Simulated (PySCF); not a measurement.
Isomers of C3H3N, one conformer each; single-point electronic energies without zero-point terms and without any empirical dispersion term.

Level: PBE0/pcSseg-1 in PySCF, non-relativistic, each on one gas-phase PBE0-D3(BJ)/def2-SVP geometry that isn't relaxed in the solvent. The solvent is an IEF-PCM continuum (Bondi radii, 1.10 Å for H, scaled by 1.2). Specific hydrogen bonds and non-electrostatic terms are outside this model.

```tsv
isomer	relative energy, gas (kcal/mol)	dipole (D)
Z-propargylimine, `[H]/N=C\C#C`	0.0	2.33
E-propargylimine, `[H]/N=C/C#C`	1.2	2.00
```

Q: How do the relative energies look in dimethylsulfoxide (ε = 46.83)?

A: 
```
                         isomer  relative energy, solvent (kcal/mol)  E(solvent) − E(gas) (kcal/mol)  dipole in solvent (D)
Z-propargylimine, `[H]/N=C\C#C`                                  0.0                            -5.7                   2.97
E-propargylimine, `[H]/N=C/C#C`                                  0.2                            -6.7                   2.55
```

The order is unchanged. E-propargylimine, `[H]/N=C/C#C` gains most from the continuum, while Z-propargylimine, `[H]/N=C\C#C` has the largest gas-phase dipole. The gains span 1.0 kcal/mol, the gas-phase energies 1.2 kcal/mol.
